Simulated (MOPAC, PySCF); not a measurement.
AlF3, SMILES `[F][Al]([F])[F]`, neutral singlet in the gas phase. 

Z-matrix (Å, degrees):
```
Al
F 1 1.6342
F 1 1.6342 2 120.01
F 1 1.6342 2 120.01 3 180.00
```
Charge 0, multiplicity 1.

All levels are single points at this geometry (B3LYP-D3(BJ)/def2-TZVP); Pople sets use spherical d functions. Orbital energies aren't observables, and empty levels follow the basis.

| level | HOMO (eV) | LUMO (eV) | gap (eV) | dipole (D) | vertical IE, Delta-SCF (eV) |
|---|---|---|---|---|---|
| B3LYP-D3(BJ)/def2-TZVP in PySCF | -11.41 | -1.92 | 9.49 | 0.00 | 14.32 |
| B3LYP/6-311+G** in PySCF | -11.57 | -2.19 | 9.38 | 0.00 | – |
| B3LYP/6-31G* in PySCF | -10.79 | -1.59 | 9.20 | 0.00 | 13.89 |
| PBE/6-31G* in PySCF | -8.99 | -2.10 | 6.89 | 0.00 | 13.09 |
| SVWN5/6-31G* in PySCF | -9.22 | -2.33 | 6.89 | 0.00 | 13.39 |
| HF/3-21G in PySCF | -16.33 | 2.14 | 18.47 | 0.00 | – |
| HF/6-31G* in PySCF | -16.90 | 1.74 | 18.64 | 0.00 | 15.54 |
| HF/STO-3G in PySCF | -10.27 | 10.00 | 20.27 | 0.00 | – |
| PM6 in MOPAC | -14.55 | 0.99 | 15.54 | 0.00 | – |
